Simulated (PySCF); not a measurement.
C6H5: g tensor and hyperfine couplings

C6H5 (doublet state).
Geometry (GFN2-xTB, Å), atoms numbered from 1 in this order:
```
atom  x, y, z in Å
C1    -3.543    0.182   -0.181
C2    -2.217    0.114   -0.054
C3    -0.986    0.051    0.065
C4     0.341   -0.018    0.193
C5     1.550   -0.080    0.310
C6     2.982   -0.153    0.445
H7    -4.182    0.225    0.685
H8    -4.008    0.195   -1.151
H9     3.255   -0.956    1.132
H10    3.443   -0.345   -0.524
H11    3.370    0.788    0.839
```

As a line formula: `[CH2]C#CC#CC` [radical].

Level of theory: UKS B3LYP, pcH-1 on C H, non-relativistic, mean-field spin-orbit, GIAO in PySCF. Isolated species at its GFN2-xTB geometry, gas phase. GFN2-xTB frequencies show an imaginary mode (28i cm⁻¹), so this geometry is no minimum at that level. Couplings are sensitive to structure, and on GFN2-xTB geometries they can be far from those on DFT ones. The SCF solution wasn't tested for stability. ⟨S²⟩ is 0.781 where a pure state has 0.75.

| Quantity | Value |
| --- | --- |
| g1, g2, g3 | 2.00219, 2.00291, 2.00349 |
| g_iso | 2.00286 |
| Form of g | rhombic: the two nearest values differ by 45 % of g3 − g1 |
| ⟨S²⟩ | 0.7812 (exact 0.7500) |
| HOMO–LUMO gap, α and β orbitals | 4.80, 3.74 eV |
| Total energy | -231.51436 Eh |

Isotropic coupling and dipolar principal values T1 to T3, in MHz:

```tsv
atom	isotope	a_iso	T1	T2	T3	Mulliken spin population
C1	13C	53.3	-50.1	-48.9	99.1	0.66
C2	13C	-61.1	-20.7	-2.7	23.4	-0.27
C3	13C	44.7	-43.4	-30.7	74.0	0.49
C4	13C	-48.9	-15.0	-1.0	16.1	-0.18
C5	13C	30.9	-31.0	-18.8	49.8	0.36
C6	13C	-13.3	-0.8	0.4	0.4	-0.03
H7	1H	-46.8	-23.1	-0.5	23.6	-0.03
H8	1H	-46.8	-23.1	-0.5	23.6	-0.03
H9	1H	35.1	-2.0	-1.5	3.5	0.01
H10	1H	8.3	-1.8	-1.6	3.5	0.00
H11	1H	47.3	-2.1	-1.4	3.6	0.02
```

Largest spin populations (Mulliken): C1 (+0.66), C3 (+0.49), C5 (+0.36) and C2 (-0.27). Three atoms exceed +0.15. The positive populations add up to 1.55 and the negative ones to -0.55, together 2S = 1. The angles at C1 add up to 360.0°, so it is planar; its axial dipolar tensor and the negative couplings of its protons fit spin in a p orbital normal to that plane.

Axes: g3 points within 1° of the C5–C6 bond.

Under fast tumbling the dipolar parts average out, and these isotropic splittings remain: 1 × 1H (H7, I = 1/2, 2 lines) with 1.67 mT, 1 × 1H (H8, I = 1/2, 2 lines) with 1.67 mT and 3 × 1H (H9/H10/H11, I = 1/2, 4 lines) with 1.08 mT.

Class means assume fast exchange of nuclei equivalent by connectivity; if that motion is slow, each nucleus keeps its own coupling. H7 and H8 aren't averaged: C1 is flat or nearly so (angle sum 360°), and its turn about the short C1–C2 bond (1.33 Å) is taken as slow. The three 1H nuclei of mean +30.2 MHz run from 8.3 to 47.3 MHz in the frozen geometry.

The 13C coupling of C2 (-61.1 MHz) shows only in satellite lines or after enrichment, since that isotope makes up about 1.07 % of natural carbon.

The run took 15 s of wall time (grids of density and orbitals included) on one thread of an AMD EPYC 9R45, shared host with 96 logical CPUs at a one-minute load of 50, and the process peaked at 0.66 GiB of memory.
